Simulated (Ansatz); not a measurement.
# CH₄AlS+ (SMILES [CH2+][AlH][SH]): single points off equilibrium

One table from this session's results is given with a row withheld; the runs are named, their logs left out.

The runs use Ansatz 0.2.0, Gaussian basis; single points in def2-TZVPP.

Cores are frozen in the correlated methods.

## The system as given

7 atoms, charge 1, spin multiplicity 1.

Atoms are counted from 1 here; the program's logs count them from 0.

Bond lengths: C1–Al2 1.929 Å, C1–S3 1.985 Å, C1–H4 1.093 Å, C1–H5 1.143 Å, Al2–S3 2.321 Å, Al2–H6 1.567 Å, S3–H7 1.345 Å. Angles: Al2–C1–S3 72.7°, Al2–C1–H4 123.2°, Al2–C1–H5 119.2°, S3–C1–H4 107.6°, S3–C1–H5 111.9°, H4–C1–H5 112.9°, C1–Al2–S3 54.8°, C1–Al2–H6 171.6°, S3–Al2–H6 133.0°, C1–S3–Al2 52.5°, C1–S3–H7 98.9°, Al2–S3–H7 95.5°.

Geometry (Å):

```csv
atom,x (Å),y (Å),z (Å)
C1,-0.8831,-0.0771,-0.1778
Al2,0.6354,1.1087,-0.0931
S3,0.7490,-1.2063,-0.2119
H4,-1.4400,-0.2723,-1.0980
H5,-1.5053,-0.2559,0.7643
H6,1.7249,2.2346,-0.1013
H7,0.8986,-1.3959,1.1115
```

The first run:

Input file run/in.yaml:

```yaml
crystal:
  periodic: [false, false, false]
  atoms:
    - {symbol: C, position_ang: [-0.883103, -0.077069, -0.177834]}
    - {symbol: Al, position_ang: [0.635392, 1.108733, -0.093098]}
    - {symbol: S, position_ang: [0.748969, -1.206306, -0.211893]}
    - {symbol: H, position_ang: [-1.439998, -0.272264, -1.097960]}
    - {symbol: H, position_ang: [-1.505336, -0.255879, 0.764289]}
    - {symbol: H, position_ang: [1.724897, 2.234584, -0.101301]}
    - {symbol: H, position_ang: [0.898608, -1.395898, 1.111502]}
basis:
  gaussian: {orbitals: def2-TZVPP}
total_charge: 1
hamiltonian: {xc: pbe, dispersion: d4}
output: {forces: true}
```

On the command line:

```
ansatz run in.yaml --threads 2 --pin off --events-out ev --progress --plain --max-ram 3481MiB
```

Steps of the session up to this table: PBE-D4/def2-TZVPP; r2SCAN-D4/def2-TZVPP; PBE0-D4/def2-TZVPP; wB97M-V/def2-TZVPP; CCSD(T)/def2-TZVPP.

One table of the session follows, with a row left open; its other results are not shown here.

| method | RMS force component (eV/Å) | angle to CCSD(T) forces (°) |
| --- | --- | --- |
| PBE-D4 | 0.469 | 19.2 |
| r2SCAN-D4 | 0.501 | 11.2 |
| PBE0-D4 | 0.524 | 15.5 |
| wB97M-V | ? | ? |
| CCSD(T) | 0.503 | reference |

Q: Estimate the row for wB97M-V from the others.

As computed: RMS force component (eV/Å): 0.533; angle to CCSD(T) forces (°): 11.7. In the column «RMS force component (eV/Å)» it is the highest.
